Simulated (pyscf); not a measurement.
Thermochemistry of product channels of B–F (SMILES [B]F) [singlet] + NH₃ (SMILES N) on the singlet surface, in eV, from CCSD(T)/def2-TZVPP + ΔMP2(QZVPP) energies (ideal gas, 1 atm, RRHO with modes under 100 cm⁻¹ raised to 100, one conformer, R ln 2 for rigid chiral ones). Structures and frequencies: ωB97X-D3(BJ)/def2-SVP in PySCF. Correlated levels are frozen-core, on RHF or UHF. ΔMP2 is the change of the MP2 total energy from the triple- to the quadruple-zeta basis.

| products | ΔE | ΔH(298 K) | ΔG(298 K) | ΔG(900 K) |
|---|---|---|---|---|
| B–NH₂ (SMILES [B]N) [singlet] + HF (SMILES F) | +1.06 | +0.98 | +0.97 | +0.92 |
| H₂N–BH–F (SMILES NBF) | -3.41 | -3.35 | -2.93 | -2.08 |

These are energies of the channels, which say nothing of barriers. B–NH₂ [singlet] lies 1.66 eV over its isomer HB=NH, and others may lie lower still (electronic energy, ωB97M-D3(BJ)). The CCSD(T) − MP2 part came from Ansatz, without density fitting, on the same reference.
